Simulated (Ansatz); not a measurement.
System: B₄C (R-3m, No. 166; cell taken from a computed entry). Method: LDA (Ansatz, a program for electronic structure, PAW).

Numerical settings: plane-wave cutoff 520 eV, 8×8×8 k mesh, scalar-relativistic PAW data made under PBE.

Computed at the level's own relaxed cell.

```xyz
15
Lattice="2.7876 1.6094 3.9886 -2.7876 1.6094 3.9886 0.0000 -3.2189 3.9886" Properties=species:S:1:pos:R:3 pbc="T T T"
B     -1.3861    -0.8002     7.6646
B      1.3861     0.8002     4.3012
B      1.3861    -0.8002     7.6646
B     -1.3861     0.8002     4.3012
B      0.0000     1.6005     7.6646
B      0.0000    -1.6005     4.3012
B     -0.9016    -0.5205    10.6049
B      0.9016     0.5205     1.3610
B      0.9016    -0.5205    10.6049
B     -0.9016     0.5205     1.3610
B      0.0000     1.0411    10.6049
B      0.0000    -1.0411     1.3610
C      0.0000     0.0000     7.3045
C      0.0000     0.0000     4.6613
C      0.0000     0.0000     5.9829
```

**Question.** Give the elastic tensor (Voigt notation, GPa, ions relaxed, in the Cartesian axes of the cell as printed).

**Answer.** 
```
  522.4   132.0    83.3    20.5     0.0     0.0
  132.0   522.4    83.3   -20.5     0.0     0.0
   83.3    83.3   542.3     0.0     0.0     0.0
   20.5   -20.5     0.0   142.8     0.0     0.0
    0.0     0.0     0.0     0.0   142.8    20.5
    0.0     0.0     0.0     0.0    20.5   195.2
```

Note: the relaxation could not lower the start's symmetry, so the cell can be a saddle point above a distorted one.

Computed values are for the static lattice.
